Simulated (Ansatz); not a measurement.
Geometry optimisation, RKS PBE0-D4/6-31G* in Ansatz 0.2.0.

Input:

```yaml
crystal:
  periodic: [false, false, false]
  atoms:
    - { symbol: "N", position_ang: [-0.7447, 1.5444, 0.6866] }
    - { symbol: C, position_ang: [-0.5472, 0.3402, 0.8816] }
    - { symbol: C, position_ang: [-0.385, -0.5286, -0.2954] }
    - { symbol: C, position_ang: [1.0272, -0.5118, -1.0335] }
    - { symbol: O, position_ang: [0.6399, -1.5611, -0.1043] }
    - { symbol: H, position_ang: [-0.9013, 2.0884, 1.573] }
    - { symbol: H, position_ang: [-0.4442, -0.0886, 1.8974] }
    - { symbol: H, position_ang: [-1.2094, -0.7816, -0.8337] }
    - { symbol: H, position_ang: [1.08129, -2.44726, -0.10229] }
    - { symbol: H, position_ang: [1.7047, 0.2101, -0.7293] }
basis:
  gaussian: { orbitals: "6-31G*" }
hamiltonian:
  xc: pbe0
  dispersion: d4
relax:
  f_tol: 0.02
  max_steps: 50
```

Run as:

```bash
$ ansatz run input.yaml --threads 2 --pin off --max-ram 3072MiB --backend cpu --events-out ev --progress --plain --runs-dir out
```

Task: Where does it end, and by what steps?

Result: It converged. After 15 steps the energy has fallen by 2.358 eV; H7 moved furthest, 1.14 Å.

```tsv
step	energy less start (eV)	largest force component (eV/Å)	accepted
0	0.0000	4.568	yes
1	-1.0435	2.744	yes
2	-1.6570	1.932	yes
3	-1.9908	2.341	yes
4	-2.1408	1.785	yes
5	-2.2355	0.858	yes
6	-2.2861	0.395	yes
7	-2.3190	0.466	yes
8	-2.3284	1.088	yes
9	-2.3176	1.057	no
10	-2.3544	0.125	yes
11	-2.3538	0.201	no
12	-2.3571	0.056	yes
13	-2.3574	0.087	yes
14	-2.3581	0.055	yes
15	-2.3583	0.016	yes
```

```xyz
10
Properties=species:S:1:pos:R:3
N -1.365 1.231 0.824
C -0.347 0.471 0.809
C -0.139 -0.463 -0.322
C 1.163 -0.566 -1.040
O 0.571 -1.654 0.179
H -1.320 1.872 1.619
H 0.475 0.486 1.541
H -1.061 -0.697 -0.857
H 0.351 -2.397 -0.405
H 1.892 -0.020 -0.407
```

Whether the end is a true minimum wasn't checked by a vibrational analysis.

Run time: 31 s on 2 threads of Arm Neoverse V2 (shared host), peak memory 0.17 GiB.
